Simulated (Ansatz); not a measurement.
A run of Ansatz (development build ahead of 0.2.0) on singlet SiPH at this shape:

```yaml
atoms:
  - { symbol: P, position_ang: [0.0000, 0.0000, 0.0000] }
  - { symbol: H, position_ang: [0.0000, 2.6662, 0.0000] }
  - { symbol: Si, position_ang: [0.0000, -4.2118, 0.0000] }
```

Its results:

```json
{
  "Converged": "yes",
  "Total energy": "-630.86206 hartree",
  "Spin squared of the determinant": "2.473",
  "Stability test": "minimum"
}
```

(1) Which input gives this output? Name the method, the orbitals and the basis set, and write the input.

## Answers

(1) PBE (unrestricted) in pcseg-2.

```yaml
crystal:
  periodic: [false, false, false]
  atoms:
    - { symbol: P, position_ang: [0.0, 0.0, 0.0] }
    - { symbol: H, position_ang: [0.0, 2.6662, 0.0] }
    - { symbol: Si, position_ang: [0.0, -4.2118, 0.0] }
basis:
  gaussian: { orbitals: pcseg-2 }
magnetization:
  spin_polarized: true
hamiltonian:
  xc: pbe
```

Caution: charge can spread falsely over distant fragments; the unrestricted determinant is a mixture of spin states.
